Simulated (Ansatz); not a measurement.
Reaction (hydrogen abstraction from a C–H bond): `CC(F)(F)F` + `[SiH3]`• → `[CH2]C(F)(F)F`• + SiH₄

Calculated with Ansatz (gas phase, PBE0-D4/def2-TZVP geometries, no zero-point term in ΔE). CCSD(T)/CBS adds triple-zeta CCSD(T) − MP2 to the extrapolated MP2 energy (def2 sets, frozen cores). This one scheme is used for every species. DFT in def2-TZVPP. No spin–orbit coupling; open shells (•) take unrestricted orbitals.

`CC(F)(F)F`:

Z-matrix (Å, degrees):
```
C
C 1 1.497
H 1 1.089 2 109.3
H 1 1.089 2 109.3 3 -120.0
H 1 1.089 2 109.3 3 120.0
F 2 1.341 1 111.8 3 180.0
F 2 1.341 1 111.8 3 -60.0
F 2 1.341 1 111.8 3 60.0
```

`[SiH3]`•:

Z-matrix (Å, degrees):
```
Si
H 1 1.486
H 1 1.486 2 111.3
H 1 1.486 2 111.3 3 124.6
```

`[CH2]C(F)(F)F`•:

Cartesian coordinates in Å:
```
C -0.228 -0.021 -0.878
C 0.165 0.038 0.543
F -0.515 -0.854 1.291
F -0.071 1.245 1.073
F 1.466 -0.234 0.710
H -1.071 0.563 -1.213
H 0.255 -0.737 -1.525
```

SiH₄:

Z-matrix (Å, degrees):
```
Si
H 1 1.485
H 1 1.485 2 109.5
H 1 1.485 2 109.5 3 -120.0
H 1 1.485 2 109.5 3 120.0
```

Problem. Is it downhill or uphill in electronic energy at CCSD(T)/CBS, and by how much? (Estimate.)

Solution. Ansatz gave: Uphill: ΔE = +0.74 eV.

Problem. What do these levels give: ωB97M-V, PBE, PBE0, CCSD/def2-TZVPP, HF/CBS(def2), CCSD/CBS(def2)? (An estimate is asked.)

Solution. Computed: ωB97M-V 0.71, PBE 0.79, PBE0 0.77, CCSD/def2-TZVPP 0.71, HF/CBS(def2) 0.48, CCSD/CBS(def2) 0.71 eV.

Largest T1 diagnostic among the species: 0.015.

Leaving LDA and LC-ωPBE aside and taking each functional with its dispersion term where it has one, the values, not all of them listed here, spread over 0.16 eV, from BHLYP-D4 to PBE-D4. LDA lies +0.15 eV from PBE without D4. In def2-TZVPP, CCSD(T) changes the Hartree–Fock value by +0.26 eV (the triples alone add +0.03 eV) and MP2 by +0.35 eV. At CCSD(T), def2-SVP lies +0.05 eV from the extrapolated value and def2-TZVPP +0.00 eV.
